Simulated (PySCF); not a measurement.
Bonds broken one at a time in the series SiH2(OH)-X. All species are isolated molecules in the gas phase. One relaxed conformer stands for each flexible species; it need not be the lowest. Strings in code marks are SMILES.

All values below come from PBE-D3(BJ)/def2-TZVP // PBE0-D4/def2-TZVP in PySCF. 

| species | highest occupied spin orbital (eV) |
|---|---|
| radical fragment (`[CH3]`) | -5.38 |
| radical fragment (`[O][SiH2]O` (O–Si–O–H torsion 179°)) | -7.25 |
| whole molecule (`[SiH2](C(C)=O)O` (O–C–Si–O torsion 0°, C–Si–O–H torsion 0°)) | – |
| whole molecule (`O=C(O)[SiH2]O`) | – |
